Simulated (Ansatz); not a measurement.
# C4H10O2: how energies converge with the basis set

How large a basis does C4H10O2 need? Two functionals are run in growing sets.

Method: one geometry, several basis sets; program: Ansatz 0.2.0, Gaussian basis.

The runs, in order: PBE0-D4/def2-SVP; ωB97M-V/def2-SVP; PBE0-D4/def2-QZVPP; ωB97M-V/def2-QZVPP; the functionals' def2-TZVPP values are taken from earlier runs.

**1. The relaxed structure**

All runs share one geometry, relaxed beforehand with PBE0-D4 in a triple-zeta def2 set.

16 atoms, charge 0, spin multiplicity 1.

Atoms are counted from 1 here; the program's logs count them from 0.

Bond lengths: C1–O2 1.407 Å, C1–H7 1.094 Å, C1–H8 1.099 Å, C1–H9 1.091 Å, O2–C3 1.403 Å, C3–C4 1.510 Å, C3–H10 1.094 Å, C3–H11 1.100 Å, C4–O5 1.405 Å, C4–H12 1.103 Å, C4–H13 1.101 Å, O5–C6 1.400 Å, C6–H14 1.099 Å, C6–H15 1.099 Å, C6–H16 1.090 Å. Angles: O2–C1–H7 112.2°, O2–C1–H8 111.0°, O2–C1–H9 106.9°, H7–C1–H8 108.4°, H7–C1–H9 109.5°, H8–C1–H9 108.8°, C1–O2–C3 114.7°, O2–C3–C4 114.5°, O2–C3–H10 106.3°, O2–C3–H11 110.8°, C4–C3–H10 107.8°, C4–C3–H11 109.2°, H10–C3–H11 108.0°, C3–C4–O5 110.5°, C3–C4–H12 108.8°, C3–C4–H13 109.3°, O5–C4–H12 110.1°, O5–C4–H13 110.5° and more.

**2. PBE0-D4 in def2-SVP**

File in.yaml:

```yaml
crystal:
  periodic: [false, false, false]
  atoms:
    - {symbol: C, position_ang: [0.628791, -0.973611, 1.949631]}
    - {symbol: O, position_ang: [1.586014, -0.475317, 1.047243]}
    - {symbol: C, position_ang: [1.266501, -0.660374, -0.305797]}
    - {symbol: C, position_ang: [0.344139, 0.387769, -0.880802]}
    - {symbol: O, position_ang: [-0.970556, 0.187058, -0.429131]}
    - {symbol: C, position_ang: [-1.855035, 1.156746, -0.916105]}
    - {symbol: H, position_ang: [-0.314619, -0.422553, 1.897240]}
    - {symbol: H, position_ang: [0.421178, -2.035431, 1.757363]}
    - {symbol: H, position_ang: [1.053866, -0.874818, 2.949257]}
    - {symbol: H, position_ang: [2.212575, -0.611275, -0.853481]}
    - {symbol: H, position_ang: [0.830463, -1.656747, -0.470809]}
    - {symbol: H, position_ang: [0.379725, 0.327388, -1.981448]}
    - {symbol: H, position_ang: [0.703070, 1.386729, -0.589387]}
    - {symbol: H, position_ang: [-1.894466, 1.149429, -2.014759]}
    - {symbol: H, position_ang: [-1.568106, 2.165730, -0.588546]}
    - {symbol: H, position_ang: [-2.846740, 0.926576, -0.526068]}
basis:
  gaussian: {orbitals: def2-SVP}
hamiltonian: {xc: pbe0, dispersion: d4}
output: {orbitals: {seedname: orbitals}}
```

On the command line:

```
> ansatz run in.yaml --threads 2 --pin off --events-out ev --progress --plain --max-ram 32768MiB --backend cpu
```

The runs that follow: ωB97M-V in def2-SVP; PBE0-D4 in def2-QZVPP; ωB97M-V in def2-QZVPP.

Q: Predict the results of all the runs planned. Wanted: PBE0-D4: double and triple zeta above quadruple; ωB97M-V: double and triple zeta above quadruple.

**Answer**, as computed:

```
                                       quantity           value
PBE0-D4: double and triple zeta above quadruple  10.05, 0.48 eV
ωB97M-V: double and triple zeta above quadruple  10.45, 0.47 eV
```

PBE0-D4 gains 9.58 eV from double to triple zeta, then 0.48 eV more. Total energies overstate the basis error of differences, where much of it tends to cancel. The LUMO of ωB97M-V is positive and keeps falling with the basis (3.57 to 1.92 eV): an unbound level that the basis holds in place.
